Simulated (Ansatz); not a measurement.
The input, for Ansatz 0.2.0:

```yaml
crystal:
  periodic: [false, false, false]
  atoms:
    - {symbol: P, position_ang: [0.000000, 0.000000, 0.510743]}
    - {symbol: F, position_ang: [0.000000, 1.383861, -0.277561]}
    - {symbol: F, position_ang: [1.198459, -0.691931, -0.277561]}
    - {symbol: F, position_ang: [-1.198459, -0.691931, -0.277561]}
basis:
  gaussian: {orbitals: "6-31G*"}
magnetization: {spin_polarized: false}
correlation: {method: ccsdt_q, electrons: outside_noble_gas}
```

```sh
$ ansatz run in.yaml --threads 2 --pin off --events-out ev --progress --plain --max-ram 24576MiB --backend cuda --devices 0, --max-vram 18GiB
```

Q: Roughly how long does this take on 2 threads of AMD EPYC 7R13 with a shared H100 80 GB, shared host, and how much host memory?

A: 14 s wall and 0.78 GiB.

```
1086 factors; integrals over basis functions are off by at most 1.1e-7 eV
mean field evaluation 1: about -17389.0417 eV, gradient 3.7e1 eV
mean field evaluation 2: about -17389.0849 eV, gradient 3.7e1 eV
mean field evaluation 4: about -17391.5158 eV, gradient 2.2e0 eV
mean field evaluation 8: about -17391.5385 eV, gradient 1.6e-4 eV
mean field evaluation 16: about -17391.4749 eV, gradient 1.6e-1 eV
mean field -17391.53845153 eV, -639.1272496856 hartree, gradient 1.8e-6 eV, S^2 0.000000; 0 other end points of the search recorded, 0 dependent functions left out
8 core orbitals not correlated: weight in the atoms' cores, before any rotation towards them, 1.000 or more for the frozen orbitals, at most 0.000 for the correlated occupied ones
reference -17391.53845153 eV, -639.1272496856 hartree; 13, 13 occupied and 43, 43 virtual orbitals, 1086 factors
second order -16.99125756 eV of doubles, -0.00000000 eV of singles
cycle   1  -16.74155331 eV  change    2.5e-1 eV  update   1.2e-1
cycle   2  -17.34148399 eV  change   -6.0e-1 eV  update   6.1e-2
cycle   3  -17.65981614 eV  change   -3.2e-1 eV  update   2.2e-2
cycle   4  -17.65830456 eV  change    1.5e-3 eV  update   7.9e-3
cycle   5  -17.63297008 eV  change    2.5e-2 eV  update   3.9e-3
cycle   6  -17.63258365 eV  change    3.9e-4 eV  update   1.3e-3
cycle   7  -17.63549704 eV  change   -2.9e-3 eV  update   5.1e-4
cycle   8  -17.63539067 eV  change    1.1e-4 eV  update   1.9e-4
cycle   9  -17.63508614 eV  change    3.0e-4 eV  update   6.4e-5
cycle  10  -17.63513139 eV  change   -4.5e-5 eV  update   2.4e-5
cycle  11  -17.63510004 eV  change    3.1e-5 eV  update   1.1e-5
cycle  12  -17.63508993 eV  change    1.0e-5 eV  update   4.8e-6
cycle  13  -17.63509235 eV  change   -2.4e-6 eV  update   1.4e-6
perturbative correction -0.03769550 eV, -0.0013852839 hartree
Total energy: -17409.21123938 eV, -639.7767126599 hartree
```
